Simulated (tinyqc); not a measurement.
Inside a calculation. Method: extended Hueckel theory, for H3O+. The parameters take no account of the charge, which enters only through the electron count. Computed by tinyqc, a small Python program that keeps every step (integrals from PySCF). Settings: charge = 1, K = 2.0, multiplicity = 1. Command: `OMP_NUM_THREADS=1 python tinyqc.py 21814 21815 out.jsonl` (the two numbers bound the seeds that draw the settings). One thread of a shared host (Intel(R) Xeon(R) Processor @ 2.60GHz), about 0.01 s of CPU time with the checks.

## Overlaps

Geometry (angstrom):

| atom | x | y | z |
|---|---|---|---|
| O | 0.000000 | 0.000000 | 0.379000 |
| H | 0.851000 | 0.000000 | 0.000000 |
| H | -0.425000 | 0.737000 | 0.000000 |
| H | -0.425000 | -0.737000 | 0.000000 |

Parameters chosen for this run:

| element | shell | Slater exponent | H_ii (eV) |
|---|---|---|---|
| H | 1s | 1.300000 | -13.600000 |
| O | 2s | 2.275000 | -32.300000 |
| O | 2p | 2.275000 | -14.800000 |

Slater orbitals, each expanded in six Gaussians scaled to its exponent.

overlap S, lower triangle:
```
           1O 2s     1O 2px     1O 2py     1O 2pz     2H 1s     3H 1s     4H 1s
1O 2s   1.000000
1O 2px  0.000000   1.000000
1O 2py  0.000000   0.000000   1.000000
1O 2pz  0.000000   0.000000   0.000000   1.000000
2H 1s   0.478454   0.367947   0.000000  -0.163868  1.000000
3H 1s   0.478602  -0.183837   0.318795  -0.163939  0.240733  1.000000
4H 1s   0.478602  -0.183837  -0.318795  -0.163939  0.240733  0.240567  1.000000
```

## Wolfsberg-Helmholz matrix

diagonal H_ii (eV): 1O 2s -32.300000, 1O 2px -14.800000, 1O 2py -14.800000, 1O 2pz -14.800000, 2H 1s -13.600000, 3H 1s -13.600000, 4H 1s -13.600000

K = 2.000000

H_ij = K' S_ij (H_ii + H_jj)/2 for i != j (the diagonal keeps H_ii), with K' = 2.

H (eV), lower triangle:
```
             1O 2s      1O 2px      1O 2py      1O 2pz       2H 1s       3H 1s       4H 1s
1O 2s   -32.300000
1O 2px    0.000000  -14.800000
1O 2py    0.000000    0.000000  -14.800000
1O 2pz    0.000000    0.000000    0.000000  -14.800000
2H 1s   -21.961043  -10.449687    0.000000    4.653856  -13.600000
3H 1s   -21.967827    5.220965   -9.053767    4.655872   -6.547928  -13.600000
4H 1s   -21.967827    5.220965    9.053767    4.655872   -6.547928   -6.543424  -13.600000
```

## Orbitals

valence electrons = 8

Solve H C = S C e through S^(-1/2); fill by pairs from the bottom, a degenerate level sharing its electrons equally; each orbital has its largest coefficient positive (the first on a tie).

orbital energies (eV): -35.321675  -18.061802  -18.059038  -15.215643  5.909804  5.923466  28.056919

occupations: 2.000000  2.000000  2.000000  2.000000  0.000000  0.000000  0.000000

coefficients:
```
              MO1        MO2        MO3        MO4        MO5        MO6        MO7
1O 2s    0.757694   0.000000  -0.000066   0.159198  -0.000320   0.000000   1.167554
1O 2px  -0.000005   0.000000   0.706784   0.000022  -0.930252   0.000000  -0.000241
1O 2py   0.000000   0.706586   0.000000   0.000000   0.000000   0.930698   0.000000
1O 2pz   0.025004   0.000000  -0.000011   0.963048   0.000100   0.000000  -0.429944
2H 1s    0.150709   0.000000   0.403753  -0.061708   1.017898   0.000000  -0.663044
3H 1s    0.150779   0.349652  -0.201779  -0.061756  -0.508545  -0.881331  -0.664033
4H 1s    0.150779  -0.349652  -0.201779  -0.061756  -0.508545   0.881331  -0.664033
```

sum of one-electron energies = -173.316315 eV

## Mulliken analysis

P = C n C^T; charge = valence electrons (H 1, O 6) minus the sum of (P S)_ii on the atom; overlap population = 2 sum P_ij S_ij between two atoms.

charges: 1O -0.037116, 2H 0.345736, 3H 0.345690, 4H 0.345690

Overlap populations:

| pair | value |
|---|---|
| 2-1 | 0.656171 |
| 3-1 | 0.656358 |
| 3-2 | -0.052898 |
| 4-1 | 0.656358 |
| 4-2 | -0.052898 |
| 4-3 | -0.052919 |
